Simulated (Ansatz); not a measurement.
Reaction (SMILES): [CH2]F (CH2-F) → C atom + F atom + 2 H atom
B3LYP-D3(BJ)/def2-TZVP geometries, fixed; electronic energies without zero-point terms.
Largest species:
```xyz
4

C     -0.0106     0.4978     0.4277
F      0.0121    -0.4855    -0.4825
H     -0.9803     0.6938     0.8618
H      0.9347     0.6892     0.9145
```
Charge 0, spin multiplicity 2.

Basis-set convergence of the atomisation energy at PBE0 with Ansatz (a first-principles code). Cartesian d functions, on some or all atoms, in 6-31G*, 6-31G**, 6-31+G*; all else is spherical. The program fits the integrals of some runs and decomposes those of others, by size. Open shells are unrestricted. No added dispersion term, no relativity. Functions are those of the species that has most. Reference: the value in aug-pcseg-3, 316.94 kcal/mol, itself unsure by roughly 0.21 kcal/mol (its mean distance from aug-cc-pVQZ, cc-pV5Z, def2-QZVPPD). Deviations are taken from unrounded values.

```tsv
basis	functions	atomisation energy (kcal/mol)	minus reference (kcal/mol)
6-31G	22	298.44	-18.50
def2-SV(P)	32	314.87	-2.07
6-31G*	34	315.30	-1.64
6-31G**	40	317.43	0.48
6-31+G*	42	313.03	-3.92
6-311+G**	56	313.02	-3.92
def2-SVPD	59	319.27	2.33
aug-cc-pVDZ	64	311.50	-5.45
cc-pVTZ	88	316.14	-0.80
pcseg-2	88	316.65	-0.29
def2-TZVPD	95	316.10	-0.85
def2-TZVPPD	111	316.49	-0.46
aug-pcseg-2	138	317.07	0.13
cc-pVQZ	170	316.75	-0.20
pcseg-3	186	316.91	-0.04
def2-QZVPPD	195	316.60	-0.34
aug-cc-pVQZ	252	316.83	-0.11
aug-pcseg-3	268	316.94	0.00
```
